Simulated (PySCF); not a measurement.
Species: C₅H₁₀O.
Bonds: C1–C2, C2–O3, O3–C4, C4–C5, C5–C6, C4–C6. Hydrogens: H7, H8, H9 on C1; H10, H11 on C2; H12 on C4; H13, H14 on C5; H15, H16 on C6.

Method used: PBE0-D3(BJ)/def2-SVP geometry optimisation, gas phase in PySCF.

Task: What internal coordinates does the optimisation give?

Result: 
| bond | length (Å) | order |
| --- | --- | --- |
| C1–C2 | 1.509 | single |
| C2–O3 | 1.405 | single |
| O3–C4 | 1.380 | single |
| C4–C5 | 1.502 | single |
| C5–C6 | 1.507 | single |
| C4–C6 | 1.486 | single |
| C1–H7, C1–H8, C1–H9 | 1.100 | single |
| C2–H10, C2–H11 | 1.109 | single |
| C4–H12 | 1.101 | single |
| C5–H13, C6–H15 | 1.093 | single |
| C5–H14, C6–H16 | 1.093 | single |

Bonds in one row agree within 0.01 Å and their mean is given. Orders are formal, as drawn. A selection of angles:
| angle | degrees |
| --- | --- |
| C2–C1–H7 | 110.4 |
| C2–C1–H8 | 110.7 |
| H7–C1–H8 | 108.5 |
| H7–C1–H9 | 108.0 |
| C1–C2–O3 | 108.7 |
| C1–C2–H10 | 110.5 |
| C1–C2–H11 | 110.8 |
| O3–C2–H10 | 110.1 |
| H10–C2–H11 | 106.5 |
| C2–O3–C4 | 113.6 |
| O3–C4–C5 | 119.0 |
| O3–C4–C6 | 116.5 |
| O3–C4–H12 | 114.6 |
| C5–C4–C6 | 60.6 |
| C5–C4–H12 | 117.5 |
| C4–C5–C6 | 59.2 |
| C4–C5–H13 | 119.1 |
| C4–C5–H14 | 116.4 |
| C6–C5–H13 | 119.2 |
| C6–C5–H14 | 116.8 |
| H13–C5–H14 | 114.9 |

Torsions: C1–C2–O3–C4 179° (antiperiplanar); C2–O3–C4–C5 -83° (synclinal); O3–C4–C5–C6 -106° (anticlinal); O3–C4–C6–C5 110° (anticlinal). The mirror-image conformer, all signs reversed, is as good.

The 2 C–O bonds span 1.380 Å (O3–C4, drawn single) to 1.405 Å (C2–O3, drawn single), a spread of 0.025 Å. The 3-membered ring C4–C5–C6 has internal angles of 59.2° to 60.6°. Of the pairs four or more bonds apart, C5···H11 is among the closest relative to their van der Waals radii: 2.91 Å, 100 % of the sum of Bondi's values. The C–C distances run from 1.486 Å (C4–C6, drawn single) to 1.509 Å (C1–C2, drawn single), a spread of 0.023 Å.

Point group: C1 (no symmetry element, even within 0.4 Å). Stationary, but not proved a minimum. One conformer, not necessarily the lowest.
